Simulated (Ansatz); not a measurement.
## Worked example: C4H10S → C4H9 + HS

Species: C4H10S `CC(C)(C)S`, singlet; C4H9 `C[C](C)C`, doublet; HS, doublet. 

Shapes, held fixed at every level: PBE0-D4/def2-TZVP. Flexible molecules stand in one conformer, not always the lowest. Programs: Ansatz 0.2.0. The zero-point and thermal change to 298 K, harmonic and unscaled (PBE0-D4/def2-TZVP), is -14.8 kJ/mol.

At CCSD(T)/CBS estimate; 1 Eh = 2625.50 kJ/mol:

| species | energy (Eh) |
| --- | --- |
| C4H10S | -556.019742 |
| C4H9 | -157.576432 |
| HS | -398.319076 |

Q: Work out ΔH(298 K) of the reaction at this level.

A: 
1. Products less reactants: (-157.576432) + (-398.319076) − [(-556.019742)] = 0.124234 Eh = +326.2 kJ/mol.
2. With the thermal change: +326.2 + (-14.8) = +311.4 kJ/mol.

Other levels give +156.1 (HF/def2-SVP) to +305.2 kJ/mol (wB97M-V/def2-TZVPP). No measured value is set beside it here. Open shells run unrestricted unless RO is named. The CBS estimate extrapolates MP2 from def2-TZVPP and def2-QZVPP and adds CCSD(T) − MP2 in the triple-zeta set, cores frozen.
